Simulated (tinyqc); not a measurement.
ROHF in the sto-3g basis, for H2O+, spin multiplicity 2, step by step. One step of it, computed by the program tinyqc.

Problem. Iteration 2: building the Fock matrix. J_ij = sum D_kl (ij|kl) with D = D(alpha) + D(beta), K_ij = sum D_kl (ik|jl) for each spin; F = H + J - K(s); E = tr D H + tr D J / 2 - 0.5 sum_s tr D(s) K(s) + E_nn.

D(alpha) after iteration 1, lower triangle:
```
            1O 1s      1O 2s    1O 2px     1O 2py    1O 2pz      2H 1s     3H 1s
1O 1s    1.054960
1O 2s   -0.231045   1.000957
1O 2px   0.000000   0.000000  1.000000
1O 2py   0.000000   0.000000  0.000000   0.531014
1O 2pz   0.034717  -0.199879  0.000000   0.000000  0.790784
2H 1s   -0.013360   0.009501  0.000000   0.234987  0.179799   0.148116
3H 1s   -0.013360   0.009501  0.000000  -0.234987  0.179799  -0.059860  0.148116
```

D(beta) after iteration 1, lower triangle:
```
            1O 1s      1O 2s    1O 2px     1O 2py    1O 2pz      2H 1s     3H 1s
1O 1s    1.054960
1O 2s   -0.231045   1.000957
1O 2px   0.000000   0.000000  0.000000
1O 2py   0.000000   0.000000  0.000000   0.531014
1O 2pz   0.034717  -0.199879  0.000000   0.000000  0.790784
2H 1s   -0.013360   0.009501  0.000000   0.234987  0.179799   0.148116
3H 1s   -0.013360   0.009501  0.000000  -0.234987  0.179799  -0.059860  0.148116
```

core Hamiltonian H = T + V (hartree), lower triangle:
```
             1O 1s      1O 2s     1O 2px     1O 2py     1O 2pz      2H 1s      3H 1s
1O 1s   -32.669472
1O 2s    -7.600628  -9.287646
1O 2px    0.000000   0.000000  -7.418991
1O 2py    0.000000   0.000000   0.000000  -7.580504
1O 2pz   -0.014929  -0.178348   0.000000   0.000000  -7.481727
2H 1s    -1.563134  -3.440539   0.000000  -2.054666  -1.330050  -4.865885
3H 1s    -1.563134  -3.440539   0.000000   2.054666  -1.330050  -1.211192  -4.865885
```

Two-electron integrals (ij|kl) in chemists' order, unique and non-zero (hartree):
```
(11|11) 4.785065    (21|11) 0.741380    (21|21) 0.136873    (22|11) 1.118947
(22|21) 0.256633    (22|22) 0.817206    (31|31) 0.024477    (32|31) 0.037809
(32|32) 0.180518    (33|11) 1.115814    (33|21) 0.256684    (33|22) 0.817023
(33|33) 0.880159    (41|41) 0.024477    (42|41) 0.037809    (42|42) 0.180518
(43|43) 0.047444    (44|11) 1.115814    (44|21) 0.256684    (44|22) 0.817023
(44|33) 0.785270    (44|44) 0.880159    (51|51) 0.024477    (52|51) 0.037809
(52|52) 0.180518    (53|53) 0.047444    (54|54) 0.047444    (55|11) 1.115814
(55|21) 0.256684    (55|22) 0.817023    (55|33) 0.785270    (55|44) 0.785270
(55|55) 0.880159    (61|11) 0.153509    (61|21) 0.028101    (61|22) 0.052346
(61|33) 0.052245    (61|41) 0.001101    (61|42) 0.002060    (61|44) 0.052468
(61|51) 0.000686    (61|52) 0.001284    (61|54) 0.000139    (61|55) 0.052331
(61|61) 0.005844    (62|11) 0.372111    (62|21) 0.086408    (62|22) 0.304489
(62|33) 0.299328    (62|41) 0.005504    (62|42) 0.041981    (62|44) 0.310273
(62|51) 0.003430    (62|52) 0.026164    (62|54) 0.006821    (62|55) 0.303579
(62|61) 0.018084    (62|62) 0.140269    (63|31) 0.009057    (63|32) 0.052668
(63|43) 0.008730    (63|53) 0.005441    (63|63) 0.020029    (64|11) 0.226939
(64|21) 0.053381    (64|22) 0.200866    (64|33) 0.191744    (64|41) 0.012038
(64|42) 0.078905    (64|44) 0.216177    (64|51) 0.001858    (64|52) 0.016352
(64|54) 0.009786    (64|55) 0.194452    (64|61) 0.011667    (64|62) 0.112396
(64|64) 0.109058    (65|11) 0.141437    (65|21) 0.033269    (65|22) 0.125187
(65|33) 0.119503    (65|41) 0.001858    (65|42) 0.016352    (65|44) 0.123848
(65|51) 0.010215    (65|52) 0.062859    (65|54) 0.011438    (65|55) 0.132073
(65|61) 0.007272    (65|62) 0.070050    (65|64) 0.055486    (65|65) 0.054610
(66|11) 0.510560    (66|21) 0.120486    (66|22) 0.486756    (66|33) 0.467052
(66|41) 0.009975    (66|42) 0.104757    (66|44) 0.509189    (66|51) 0.006217
(66|52) 0.065289    (66|54) 0.026261    (66|55) 0.483419    (66|61) 0.025443
(66|62) 0.281766    (66|64) 0.257769    (66|65) 0.160652    (66|66) 0.774606
(71|11) 0.153509    (71|21) 0.028101    (71|22) 0.052346    (71|33) 0.052245
(71|41) -0.001101   (71|42) -0.002060   (71|44) 0.052468    (71|51) 0.000686
(71|52) 0.001284    (71|54) -0.000139   (71|55) 0.052331    (71|61) 0.005740
(71|62) 0.017431    (71|64) 0.010283    (71|65) 0.007015    (71|66) 0.024216
(71|71) 0.005844    (72|11) 0.372111    (72|21) 0.086408    (72|22) 0.304489
(72|33) 0.299328    (72|41) -0.005504   (72|42) -0.041981   (72|44) 0.310273
(72|51) 0.003430    (72|52) 0.026164    (72|54) -0.006821   (72|55) 0.303579
(72|61) 0.017431    (72|62) 0.110938    (72|64) 0.061668    (72|65) 0.053729
(72|66) 0.180051    (72|71) 0.018084    (72|72) 0.140269    (73|31) 0.009057
(73|32) 0.052668    (73|43) -0.008730   (73|53) 0.005441    (73|63) 0.015218
(73|73) 0.020029    (74|11) -0.226939   (74|21) -0.053381   (74|22) -0.200866
(74|33) -0.191744   (74|41) 0.012038    (74|42) 0.078905    (74|44) -0.216177
(74|51) -0.001858   (74|52) -0.016352   (74|54) 0.009786    (74|55) -0.194452
(74|61) -0.010283   (74|62) -0.061668   (74|64) -0.019634   (74|65) -0.029226
(74|66) -0.089817   (74|71) -0.011667   (74|72) -0.112396   (74|74) 0.109058
(75|11) 0.141437    (75|21) 0.033269    (75|22) 0.125187    (75|33) 0.119503
(75|41) -0.001858   (75|42) -0.016352   (75|44) 0.123848    (75|51) 0.010215
(75|52) 0.062859    (75|54) -0.011438   (75|55) 0.132073    (75|61) 0.007015
(75|62) 0.053729    (75|64) 0.029226    (75|65) 0.040838    (75|66) 0.095150
(75|71) 0.007272    (75|72) 0.070050    (75|74) -0.055486   (75|75) 0.054610
(76|11) 0.121765    (76|21) 0.028492    (76|22) 0.107768    (76|33) 0.105559
(76|44) 0.108079    (76|51) 0.001833    (76|52) 0.016223    (76|55) 0.109551
(76|61) 0.005880    (76|62) 0.047739    (76|64) 0.033187    (76|65) 0.026817
(76|66) 0.096332    (76|71) 0.005880    (76|72) 0.047739    (76|74) -0.033187
(76|75) 0.026817    (76|76) 0.019659    (77|11) 0.510560    (77|21) 0.120486
(77|22) 0.486756    (77|33) 0.467052    (77|41) -0.009975   (77|42) -0.104757
(77|44) 0.509189    (77|51) 0.006217    (77|52) 0.065289    (77|54) -0.026261
(77|55) 0.483419    (77|61) 0.024216    (77|62) 0.180051    (77|64) 0.089817
(77|65) 0.095150    (77|66) 0.307496    (77|71) 0.025443    (77|72) 0.281766
(77|74) -0.257769   (77|75) 0.160652    (77|76) 0.096332    (77|77) 0.774606
```

nuclear repulsion = 8.74428468 hartree

Give: Coulomb J; exchange K(alpha); exchange K(beta); F(alpha); F(beta); total energy of this density.

Solution.

Coulomb J (hartree), lower triangle:
```
          1O 1s   1O 2s  1O 2px   1O 2py  1O 2pz   2H 1s   3H 1s
1O 1s   16.6318
1O 2s    3.1031  7.5744
1O 2px   0.0000  0.0000  7.5097
1O 2py   0.0000  0.0000  0.0000   7.5930
1O 2pz  -0.0052  0.0187  0.0000   0.0000  7.5971
2H 1s    0.6375  2.7890  0.0000   1.8300  1.1509  4.4844
3H 1s    0.6375  2.7890  0.0000  -1.8300  1.1509  0.9835  4.4844
```

exchange K(alpha) (hartree), lower triangle:
```
         1O 1s    1O 2s  1O 2px   1O 2py  1O 2pz   2H 1s   3H 1s
1O 1s   4.8947
1O 2s   0.8371   1.3564
1O 2px  0.0000   0.0000  1.1497
1O 2py  0.0000   0.0000  0.0000   0.9886
1O 2pz  0.0023  -0.0303  0.0000   0.0000  1.0766
2H 1s   0.1798   0.5318  0.0000   0.3414  0.2281  0.5163
3H 1s   0.1798   0.5318  0.0000  -0.3414  0.2281  0.1549  0.5163
```

exchange K(beta) (hartree), lower triangle:
```
         1O 1s    1O 2s  1O 2px   1O 2py  1O 2pz   2H 1s   3H 1s
1O 1s   4.8703
1O 2s   0.7993   1.1759
1O 2px  0.0000   0.0000  0.2695
1O 2py  0.0000   0.0000  0.0000   0.9412
1O 2pz  0.0023  -0.0303  0.0000   0.0000  1.0291
2H 1s   0.1707   0.4791  0.0000   0.3326  0.2226  0.4963
3H 1s   0.1707   0.4791  0.0000  -0.3326  0.2226  0.1396  0.4963
```

F(alpha) (hartree), lower triangle:
```
           1O 1s    1O 2s   1O 2px   1O 2py   1O 2pz    2H 1s    3H 1s
1O 1s   -20.9324
1O 2s    -5.3346  -3.0697
1O 2px    0.0000   0.0000  -1.0589
1O 2py    0.0000   0.0000   0.0000  -0.9762
1O 2pz   -0.0225  -0.1293   0.0000   0.0000  -0.9612
2H 1s    -1.1054  -1.1833   0.0000  -0.5660  -0.4072  -0.8978
3H 1s    -1.1054  -1.1833   0.0000   0.5660  -0.4072  -0.3825  -0.8978
```

F(beta) (hartree), lower triangle:
```
           1O 1s    1O 2s   1O 2px   1O 2py   1O 2pz    2H 1s    3H 1s
1O 1s   -20.9079
1O 2s    -5.2968  -2.8892
1O 2px    0.0000   0.0000  -0.1788
1O 2py    0.0000   0.0000   0.0000  -0.9287
1O 2pz   -0.0225  -0.1293   0.0000   0.0000  -0.9137
2H 1s    -1.0964  -1.1306   0.0000  -0.5573  -0.4017  -0.8777
3H 1s    -1.0964  -1.1306   0.0000   0.5573  -0.4017  -0.3673  -0.8777
```

total energy of this density = -74.661888 hartree
